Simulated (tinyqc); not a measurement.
Worked calculation: MP2 on RHF in the sto-3g basis, for H2O, spin multiplicity 1. One step of it, computed by the program tinyqc.

Problem. Iteration 1: building the Fock matrix. J_ij = sum D_kl (ij|kl), K_ij = sum D_kl (ik|jl); F = H + J - 0.5 K; E = tr D H + tr D J / 2 - 0.25 tr D K + E_nn.

D at the start, lower triangle:
```
            1O 1s      1O 2s    1O 2px     1O 2py    1O 2pz     2H 1s     3H 1s
1O 1s    2.143634
1O 2s   -0.491912   2.091561
1O 2px   0.000000   0.000000  1.308043
1O 2py   0.000000   0.000000  0.000000   1.170447
1O 2pz   0.012634  -0.063866  0.000000   0.000000  1.261226
2H 1s   -0.016507   0.057257  0.000000   0.121221  0.059353  0.994342
3H 1s   -0.016507   0.057257  0.000000  -0.121221  0.059353  0.044732  0.994342
```

core Hamiltonian H = T + V (hartree), lower triangle:
```
             1O 1s      1O 2s     1O 2px     1O 2py     1O 2pz      2H 1s      3H 1s
1O 1s   -32.547834
1O 2s    -7.571836  -9.172573
1O 2px    0.000000   0.000000  -7.323374
1O 2py    0.000000   0.000000   0.000000  -7.444061
1O 2pz   -0.011561  -0.142121   0.000000   0.000000  -7.368912
2H 1s    -1.140515  -2.720541   0.000000  -1.720895  -1.089858  -4.402997
3H 1s    -1.140515  -2.720541   0.000000   1.720895  -1.089858  -0.793480  -4.402997
```

Two-electron integrals (ij|kl) in chemists' order, unique and non-zero (hartree):
```
(11|11) 4.785065    (21|11) 0.741380    (21|21) 0.136873    (22|11) 1.118947
(22|21) 0.256633    (22|22) 0.817206    (31|31) 0.024477    (32|31) 0.037809
(32|32) 0.180518    (33|11) 1.115814    (33|21) 0.256684    (33|22) 0.817023
(33|33) 0.880159    (41|41) 0.024477    (42|41) 0.037809    (42|42) 0.180518
(43|43) 0.047444    (44|11) 1.115814    (44|21) 0.256684    (44|22) 0.817023
(44|33) 0.785270    (44|44) 0.880159    (51|51) 0.024477    (52|51) 0.037809
(52|52) 0.180518    (53|53) 0.047444    (54|54) 0.047444    (55|11) 1.115814
(55|21) 0.256684    (55|22) 0.817023    (55|33) 0.785270    (55|44) 0.785270
(55|55) 0.880159    (61|11) 0.112033    (61|21) 0.020527    (61|22) 0.038300
(61|33) 0.038225    (61|41) 0.000799    (61|42) 0.001506    (61|44) 0.038393
(61|51) 0.000491    (61|52) 0.000925    (61|54) 0.000103    (61|55) 0.038289
(61|61) 0.003118    (62|11) 0.293975    (62|21) 0.068364    (62|22) 0.243661
(62|33) 0.239363    (62|41) 0.004378    (62|42) 0.034548    (62|44) 0.248550
(62|51) 0.002689    (62|52) 0.021222    (62|54) 0.005643    (62|55) 0.242829
(62|61) 0.010471    (62|62) 0.092717    (63|31) 0.006888    (63|32) 0.041053
(63|43) 0.007030    (63|53) 0.004318    (63|63) 0.012687    (64|11) 0.188169
(64|21) 0.044296    (64|22) 0.168558    (64|33) 0.161052    (64|41) 0.009358
(64|42) 0.063471    (64|44) 0.181112    (64|51) 0.001517    (64|52) 0.013771
(64|54) 0.008004    (64|55) 0.163317    (64|61) 0.007060    (64|62) 0.077966
(64|64) 0.077499    (65|11) 0.115587    (65|21) 0.027210    (65|22) 0.103540
(65|33) 0.098930    (65|41) 0.001517    (65|42) 0.013771    (65|44) 0.102616
(65|51) 0.007820    (65|52) 0.049512    (65|54) 0.009294    (65|55) 0.108957
(65|61) 0.004337    (65|62) 0.047892    (65|64) 0.039812    (65|65) 0.037143
(66|11) 0.457552    (66|21) 0.108110    (66|22) 0.443657    (66|33) 0.426424
(66|41) 0.008366    (66|42) 0.092800    (66|44) 0.463562    (66|51) 0.005139
(66|52) 0.057004    (66|54) 0.022813    (66|55) 0.440437    (66|61) 0.016672
(66|62) 0.220025    (66|64) 0.211147    (66|65) 0.129702    (66|66) 0.774606
(71|11) 0.112033    (71|21) 0.020527    (71|22) 0.038300    (71|33) 0.038225
(71|41) -0.000799   (71|42) -0.001506   (71|44) 0.038393    (71|51) 0.000491
(71|52) 0.000925    (71|54) -0.000103   (71|55) 0.038289    (71|61) 0.003062
(71|62) 0.010089    (71|64) 0.006269    (71|65) 0.004184    (71|66) 0.015916
(71|71) 0.003118    (72|11) 0.293975    (72|21) 0.068364    (72|22) 0.243661
(72|33) 0.239363    (72|41) -0.004378   (72|42) -0.034548   (72|44) 0.248550
(72|51) 0.002689    (72|52) 0.021222    (72|54) -0.005643   (72|55) 0.242829
(72|61) 0.010089    (72|62) 0.071392    (72|64) 0.042113    (72|65) 0.035712
(72|66) 0.134093    (72|71) 0.010471    (72|72) 0.092717    (73|31) 0.006888
(73|32) 0.041053    (73|43) -0.007030   (73|53) 0.004318    (73|63) 0.009327
(73|73) 0.012687    (74|11) -0.188169   (74|21) -0.044296   (74|22) -0.168558
(74|33) -0.161052   (74|41) 0.009358    (74|42) 0.063471    (74|44) -0.181112
(74|51) -0.001517   (74|52) -0.013771   (74|54) 0.008004    (74|55) -0.163317
(74|61) -0.006269   (74|62) -0.042113   (74|64) -0.016093   (74|65) -0.020679
(74|66) -0.073209   (74|71) -0.007060   (74|72) -0.077966   (74|74) 0.077499
(75|11) 0.115587    (75|21) 0.027210    (75|22) 0.103540    (75|33) 0.098930
(75|41) -0.001517   (75|42) -0.013771   (75|44) 0.102616    (75|51) 0.007820
(75|52) 0.049512    (75|54) -0.009294   (75|55) 0.108957    (75|61) 0.004184
(75|62) 0.035712    (75|64) 0.020679    (75|65) 0.026925    (75|66) 0.072748
(75|71) 0.004337    (75|72) 0.047892    (75|74) -0.039812   (75|75) 0.037143
(76|11) 0.079161    (76|21) 0.018562    (76|22) 0.071371    (76|33) 0.069878
(76|44) 0.071570    (76|51) 0.001171    (76|52) 0.010881    (76|55) 0.072587
(76|61) 0.002803    (76|62) 0.026153    (76|64) 0.019239    (76|65) 0.015226
(76|66) 0.063258    (76|71) 0.002803    (76|72) 0.026153    (76|74) -0.019239
(76|75) 0.015226    (76|76) 0.009184    (77|11) 0.457552    (77|21) 0.108110
(77|22) 0.443657    (77|33) 0.426424    (77|41) -0.008366   (77|42) -0.092800
(77|44) 0.463562    (77|51) 0.005139    (77|52) 0.057004    (77|54) -0.022813
(77|55) 0.440437    (77|61) 0.015916    (77|62) 0.134093    (77|64) 0.073209
(77|65) 0.072748    (77|66) 0.272438    (77|71) 0.016672    (77|72) 0.220025
(77|74) -0.211147   (77|75) 0.129702    (77|76) 0.063258    (77|77) 0.774606
```

nuclear repulsion = 7.73425361 hartree

Give: Coulomb J; exchange K; Fock matrix F; total energy of this density.

Solution.

Coulomb J (hartree), lower triangle:
```
         1O 1s  1O 2s  1O 2px  1O 2py  1O 2pz  2H 1s  3H 1s
1O 1s   17.137
1O 2s    3.210  7.959
1O 2px   0.000  0.000   7.917
1O 2py   0.000  0.000   0.000   7.991
1O 2pz   0.009  0.115   0.000   0.000   7.945
2H 1s    0.482  2.392   0.000   1.667   1.053  4.630
3H 1s    0.482  2.392   0.000  -1.667   1.053  0.711  4.630
```

exchange K (hartree), lower triangle:
```
        1O 1s  1O 2s  1O 2px  1O 2py  1O 2pz  2H 1s  3H 1s
1O 1s   9.910
1O 2s   1.675  2.689
1O 2px  0.000  0.000   1.699
1O 2py  0.000  0.000   0.000   1.801
1O 2pz  0.010  0.091   0.000   0.000   1.738
2H 1s   0.279  0.997   0.000   0.560   0.374  1.215
3H 1s   0.279  0.997   0.000  -0.560   0.374  0.322  1.215
```

Fock matrix F (hartree), lower triangle:
```
          1O 1s   1O 2s  1O 2px  1O 2py  1O 2pz   2H 1s   3H 1s
1O 1s   -20.366
1O 2s    -5.199  -2.558
1O 2px    0.000   0.000  -0.256
1O 2py    0.000   0.000   0.000  -0.354
1O 2pz   -0.007  -0.072   0.000   0.000  -0.293
2H 1s    -0.798  -0.827   0.000  -0.334  -0.224  -0.380
3H 1s    -0.798  -0.827   0.000   0.334  -0.224  -0.243  -0.380
```

total energy of this density = -75.10247 hartree

This density is the starting one; it is not idempotent, so its energy is not variational and may lie below the converged one.
